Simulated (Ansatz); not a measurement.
`FP(F)(F)(F)F`. Total charge 0; spin multiplicity 1.

```xyz
6

F     0.023   -0.900    1.252
P     0.000    0.000    0.000
F    -0.918    1.238   -0.043
F    -1.160   -0.880   -0.611
F     0.895   -0.339   -1.209
F     1.160    0.880    0.611
```

(1) What are the harmonic wavenumbers in cm⁻¹ at PBE0-D4/def2-TZVP (Ansatz, finite differences of forces, unscaled)? (Estimate.)

(2) Is this a minimum?

(3) Give the ideal-gas thermochemistry at 298.15 K and 1 bar (rigid rotor, harmonic oscillator; point group D3h, symmetry number 6).

(4) And at 400, 500, 600, 800 and 1000 K?

(5) Rotational constants (cm⁻¹)?

Answers

(1) The calculation gave: 169, 169, 506, 506, 525, 525, 569, 655, 816, 965, 1030, 1030.

(2) Yes, all 12 modes are real.

(3) Zero-point energy 44.7 kJ/mol; H(298) − E = 61.3 kJ/mol; entropy 302.0 J/(mol·K), of which translation 169.2, rotation 96.4, vibration 36.5; G(298) − E = -28.7 kJ/mol.

(4) 
```json
{"T (K)": "400", "H − E (kJ/mol)": "70.7", "S (J/mol/K)": "329.1", "G − E (kJ/mol)": "-60.9"}
{"T (K)": "500", "H − E (kJ/mol)": "81.2", "S (J/mol/K)": "352.3", "G − E (kJ/mol)": "-95.0"}
{"T (K)": "600", "H − E (kJ/mol)": "92.3", "S (J/mol/K)": "372.7", "G − E (kJ/mol)": "-131.3"}
{"T (K)": "800", "H − E (kJ/mol)": "116.1", "S (J/mol/K)": "406.8", "G − E (kJ/mol)": "-209.4"}
{"T (K)": "1000", "H − E (kJ/mol)": "140.9", "S (J/mol/K)": "434.4", "G − E (kJ/mol)": "-293.6"}
```

(5) 0.1244, 0.1037, 0.1037.
